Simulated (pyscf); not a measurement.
Thermochemistry of product channels of `[Cl][GeH][Cl]` [doublet] + `[NH3]` on the doublet surface, in kcal/mol, from ωB97M-D3(BJ)/def2-TZVP energies (ideal gas, 1 atm, RRHO with modes under 100 cm⁻¹ raised to 100, one conformer, R ln 2 for chiral ones without a mode under 150 cm⁻¹). Optimised with ωB97X-D3(BJ)/def2-SVP in PySCF.

```json
[
 {"products": "`[NH][GeH]([Cl])[Cl]` [doublet] + `[H][H]`", "ΔE": "+31.9", "ΔH(298 K)": "+26.0", "ΔG(600 K)": "+28.7", "ΔG(1200 K)": "+28.7"},
 {"products": "`[NH2][Ge]([Cl])[Cl]` [doublet] + `[H][H]`", "ΔE": "-1.2", "ΔH(298 K)": "-4.2", "ΔG(600 K)": "-1.4", "ΔG(1200 K)": "-0.8"}
]
```

These are energies of the channels, which say nothing of barriers. Elements up to Kr have no core potential and no relativistic terms here.
